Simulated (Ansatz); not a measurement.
# P2 (SMILES P#P): methods side by side

P2: 2 atoms, total charge 0, spin state singlet. SMILES: `P#P`. The bond length is the measured one. The run starts from this shape.

```xyz
2

P     0.0000    0.0000    0.0000
P     0.0000    0.0000    1.8934
```

Each level gives the adiabatic ionisation energy (to the doublet cation, no zero-point term) (eV). The values are calculated.

| level | kind | program | value (eV) |
| --- | --- | --- | --- |
| HF/STO-3G | Hartree–Fock | Ansatz | 4.76 |
| HF/3-21G | Hartree–Fock | Ansatz | 8.53 |
| HF/6-31G* (Cartesian functions) | Hartree–Fock | Ansatz | 9.22 |
| PBE/def2-SVP | GGA | Ansatz | 10.41 |
| PBE-D3(BJ)/def2-TZVP | GGA | Ansatz | 10.33 |
| B3LYP/6-31G* (Cartesian functions) | global hybrid | Ansatz | 10.39 |
| PBE0/aug-cc-pVTZ | global hybrid | Ansatz | 10.36 |
| wB97X-V/def2-TZVP | range-separated hybrid | Ansatz | 10.33 |
| wB97M-V/def2-TZVPD | range-separated hybrid | Ansatz | 10.26 |
| B2PLYP/cc-pVTZ | double hybrid | Ansatz | 10.37 |

The values span 4.76 to 10.41 eV. Spin contamination of the reference (⟨S²⟩ at least 0.1 too high) touches HF/STO-3G, HF/3-21G, HF/6-31G*. Without the sets that lack polarisation functions the rows with a basis span only 9.22 to 10.41 eV.
